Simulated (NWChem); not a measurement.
## Dipole moment of chloroform (CHCl$_{3}$)

```
C
H 1 1.0935
Cl 1 1.7830 2 107.51
Cl 1 1.7831 2 107.51 3 -120.00
Cl 1 1.7831 2 107.51 3 120.00
```
Charge 0, spin multiplicity 1.

The numbers come from NWChem runs, not from measurements. All single points use one geometry, from B3LYP/def2-SVP, a minimum by its harmonic frequencies.

Basis set: 6-31G*. The CCSD dipole comes from the Λ equations, without orbital relaxation.

The correlated methods keep 16 core orbitals frozen. B3LYP has NWChem's definition, with VWN1-RPA local correlation. The Pople sets run with spherical d functions. Coupled-cluster values serve here as a point of comparison, not as the truth.

### Question
For the dipole moment, CCSD gives 1.26 D and B3LYP gives 1.27 D. What do HF, PBE give?

### Answer
HF: 1.38 D; PBE: 1.24 D.
